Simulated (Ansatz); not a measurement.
**CH3, doublet: up the ladder of correlation methods**

Calculated in Ansatz's Gaussian-basis code; BCCD by scripts on PySCF. Settings: STO-3G; 1 core orbital frozen; no relativity. Perturbation and coupled-cluster methods stand on the Hartree–Fock determinant that coupled cluster favours; RHF here means ROHF, with semicanonical perturbation theory. The state met can differ between shapes. The basis is small, far from the limit. The unrestricted determinant is a mixture of spins, so it may stand for another state.

Shape A. A bond is stretched, to 1.82 times the sum of the covalent radii.

```
atom    x (Å)    y (Å)   z (Å)
   C   0.0000   0.0000  0.0000
   H   0.0000   1.9422  0.0000
   H   0.9340  -0.5400  0.0000
   H  -0.9340  -0.5400  0.0000
```

Shape B. A bond is stretched, to 2.79 times the sum of the covalent radii.

```xyz
4

C     0.0000    0.0000    0.0000
H     0.0000    2.9888    0.0000
H     0.9340   -0.5400    0.0000
H    -0.9340   -0.5400    0.0000
```

Correlation energy of CCSD(T), then each method's total less that of CCSD(T), in eV:

```tsv
case	E corr CCSD(T)	CCSD	BCCD	BCCD(T)	determinant
A RHF	-3.813	+0.028	+0.025	+0.001	–
A UHF	-1.725	+0.018	+0.012	-0.009	⟨S²⟩ = 1.519
B UHF	-1.020	+0.003	+0.003	0.000	⟨S²⟩ = 1.759
```

Task: How far does full CI lie from CCSD(T) in each case, and where is CCSD(T) within 1 kcal/mol (0.043 eV)?

Result: A RHF: -0.007 eV (within); A UHF: -0.025 eV (within, spin-contaminated determinant); B UHF: -0.015 eV (within, spin-contaminated determinant).

Task: Which method comes nearest to full CI in total energy for A UHF?

Result: BCCD(T), 0.016 eV away; next CCSD(T) (0.025 eV), last CCSD (0.043 eV).

Several Brueckner solutions were met.
